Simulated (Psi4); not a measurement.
# CH5BO (SMILES CBO) at TPSS/def2-SVP (density fitting with cc-pvqz-jkfit, sweep point 5)

What is the vertical ionisation energy of CH5BO at TPSS/def2-SVP (density fitting with cc-pvqz-jkfit, sweep point 5)? 

The results are computed with Psi4 1.11.

3 further runs of the same task are left out: 3 that didn't finish.

**1. The system as given**

CH5BO: 8 atoms, total charge 0, spin state singlet. As SMILES, `CBO`. The coordinates come from a PBE0-D4/def2-TZVP relaxation. This is one conformer, not always the lowest.

Bond lengths: C1–B2 1.559 Å, B2–O3 1.357 Å, C1–H4 1.092 Å, C1–H5 1.096 Å, C1–H6 1.096 Å, B2–H7 1.207 Å, O3–H8 0.960 Å. Angles: C1–B2–O3 119.4°, C1–B2–H7 121.8°, O3–B2–H7 118.7°, B2–C1–H4 113.4°, B2–C1–H5 110.2°, B2–C1–H6 110.2°, B2–O3–H8 113.1°, H4–C1–H5 108.7°, H4–C1–H6 108.7°, H5–C1–H6 105.3°.

**2. A single-point energy at TPSS/def2-SVP (density fitting with cc-pvqz-jkfit, sweep point 5)**

job.dat reads:

```
memory 1.6 GB

molecule molecule1 {
  0 1
  C     -1.16898458     1.34227247    -0.61340510
  B      0.96149265    -0.45372324     0.34052865
  O      0.45485708    -2.94476022     0.67198661
  H     -2.96365748     0.38021290    -0.94372923
  H     -0.58298051     2.27730895    -2.36574814
  H     -1.47493124     2.87257268     0.74776463
  H      3.06230118     0.30821433     0.79519675
  H      1.88632462    -3.88981225     1.26177013
  units au
  symmetry c1
}

set {
  basis def2-SVP
  puream true
  scf_type df
  dft_radial_points 99
  dft_spherical_points 590
  df_basis_scf cc-pvqz-jkfit
}

energy("tpss")
```

Command:

```console
$ psi4 -i job.dat -o job.out -n 1
```

job.out:

```text
[...]
  Running in c1 symmetry.
[...]
  Nuclear repulsion =   66.592600909552957
[...]
  Multiplicity = 1
[...]
  Nalpha       = 12
  Nbeta        = 12
[...]
    Number of basis functions: 67
[...]
   @DF-RKS iter   1:  -140.77218859438352   -2.20798e-01   1.33394e-02 ADIIS/DIIS
[...]
   @DF-RKS iter   9:  -141.15800893739566   -9.36288e-09   1.90981e-07 DIIS
[...]
    Orbital Energies [Eh]
    ---------------------
    Doubly Occupied:
       1A    -18.912545     2A     -9.968856     3A     -6.610003
       4A     -0.948266     5A     -0.632242     6A     -0.505361
       7A     -0.408265     8A     -0.358241     9A     -0.344432
      10A     -0.327720    11A     -0.310516    12A     -0.261845
[...]
  @DF-RKS Final Energy:  -141.15800893739566
   => Energetics <=
    Nuclear Repulsion Energy =             66.5926009095529565
    One-Electron Energy =                -322.6142697753595030
    Two-Electron Energy =                 134.8537569043680833
    DFT Exchange-Correlation Energy =     -19.9900969759572078
    Empirical Dispersion Energy =           0.0000000000000000
    VV10 Nonlocal Energy =                  0.0000000000000000
    Total Energy =                       -141.1580089373956639
[...]
 Multipole Moments:
 ------------------------------------------------------------------------------------
     Multipole            Electronic (a.u.)      Nuclear  (a.u.)        Total (a.u.)
 ------------------------------------------------------------------------------------
 L = 1.  Multiply by 2.5417464519 to convert [e a0] to [Debye]
 Dipole X            :          1.0395041           -0.6891150            0.3503891
 Dipole Y            :         -2.9224720            2.7164517           -0.2060203
 Dipole Z            :          0.8578816           -0.7182437            0.1396379
 Magnitude           :                                                    0.4297856
[...]
```

Wall time 49 s (1 thread of AMD EPYC 7R43 (Zen 3), shared host); peak memory 1.2 GiB.

**3. The doublet cation at the same level**

job.dat: that of step 2 with these lines changed.

```diff
@@ -2,4 +2,4 @@
 
-molecule molecule1 {
-  0 1
+molecule {
+  1 2
   C     -1.16898458     1.34227247    -0.61340510
@@ -12,3 +12,3 @@
   H      1.88632462    -3.88981225     1.26177013
-  units au
+  units bohr
   symmetry c1
@@ -18,2 +18,3 @@
   basis def2-SVP
+  reference uks
   puream true
@@ -23,2 +24,3 @@
   df_basis_scf cc-pvqz-jkfit
+  maxiter 150
 }
```

Command:

```console
$ psi4 -n 1 job.dat job.out
```

job.out:

```text
[...]
  Running in c1 symmetry.
[...]
  Nuclear repulsion =   66.592600909552957
[...]
  Multiplicity = 2
[...]
  Nalpha       = 12
  Nbeta        = 11
[...]
    Number of basis functions: 67
[...]
   @DF-UKS iter   1:  -140.48634208468047    6.50483e-02   1.10887e-02 ADIIS/DIIS
[...]
   @DF-UKS iter  10:  -140.76335392559301   -9.17105e-08   9.77217e-07 DIIS
[...]
   @S^2 Observed:                7.541303737E-01
[...]
    Orbital Energies [Eh]
    ---------------------
    Alpha Occupied:
       1A    -19.215579     2A    -10.255549     3A     -6.932565
       4A     -1.239615     5A     -0.913930     6A     -0.788091
       7A     -0.725310     8A     -0.638831     9A     -0.621979
      10A     -0.600800    11A     -0.583331    12A     -0.580346
    Alpha Virtual:
      13A     -0.289620    14A     -0.178118    15A     -0.129531
      16A     -0.094100    17A     -0.088989    18A     -0.082142
      19A     -0.033788    20A      0.005932    21A      0.032298
      22A      0.075726    23A      0.078274    24A      0.211367
      25A      0.240949    26A      0.262125    27A      0.325327
[...]
  @DF-UKS Final Energy:  -140.76335392559301
   => Energetics <=
    Nuclear Repulsion Energy =             66.5926009095529565
    One-Electron Energy =                -315.7727231647492658
    Two-Electron Energy =                 128.0432066360798444
    DFT Exchange-Correlation Energy =     -19.6264383064765688
    Empirical Dispersion Energy =           0.0000000000000000
    VV10 Nonlocal Energy =                  0.0000000000000000
    Total Energy =                       -140.7633539255930089
[...]
 Multipole Moments:
 ------------------------------------------------------------------------------------
     Multipole            Electronic (a.u.)      Nuclear  (a.u.)        Total (a.u.)
 ------------------------------------------------------------------------------------
 L = 1.  Multiply by 2.5417464519 to convert [e a0] to [Debye]
 Dipole X            :          1.4058886           -0.6891150            0.7167736
 Dipole Y            :         -2.3603286            2.7164517            0.3561231
 Dipole Z            :          0.8550088           -0.7182437            0.1367650
 Magnitude           :                                                    0.8119684
[...]
```

Run time: 79 s. Hardware: 1 thread of AMD EPYC 7R43 (Zen 3), shared host; peak memory 1.2 GiB.

**4. Results**

Level: TPSS/def2-SVP (density fitting with cc-pvqz-jkfit, sweep point 5).

| quantity | value |
| --- | --- |
| singlet CH5BO: total energy | -141.15801 Eh |
| singlet CH5BO: dipole moment | 1.09 D |
| singlet CH5BO: HOMO energy | -7.13 eV |
| singlet CH5BO: LUMO energy | -0.38 eV |
| singlet CH5BO: HOMO–LUMO gap | 6.74 eV |
| doublet cation: total energy | -140.76335 Eh |
| doublet cation: HOMO energy (highest over α and β) | -15.76 eV |
| doublet cation: LUMO energy (lowest over α and β) | -14.33 eV |
| doublet cation: ⟨S²⟩ | 0.754 |
| vertical ionisation energy (to the doublet cation) | 10.739 eV |

What this shows: The vertical ionisation energy comes to 10.74 eV (1036 kJ/mol). The negative HOMO energy of the first species, 7.13 eV, lies 3.61 eV below that difference.
